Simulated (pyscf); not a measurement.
A first-order saddle from PySCF, ωB97X-D3(BJ)/def2-SVP:

```xyz
8

S     -0.2990    -1.5283     0.7399
Si    -0.8908     0.3605    -0.0241
H      0.7512    -1.7074    -0.0825
H     -1.9419     0.5401    -1.3673
H     -2.1195     0.5428     0.8108
H     -0.0824     1.5830     0.1823
F      0.0566     0.0347    -1.6957
H     -1.1079     0.3114    -1.8232
```

Surface: singlet, charge 0. Lowest wavenumbers (cm⁻¹): 1175i, 213, 249, 362, 535.

What reaction is this the transition state of?

H₃Si–SH + HF ⇌ F–SiH₂–SH + H₂, a four-centre exchange read from left to right: H–Si, F–H broken and F–Si, H–H formed. At ωB97M-D3(BJ)/def2-TZVP it lies +27.4 kcal/mol from the left side and +56.7 kcal/mol from the right (each side as separated species at their lowest minima found). One saddle was located; it need not be the lowest between these sides.
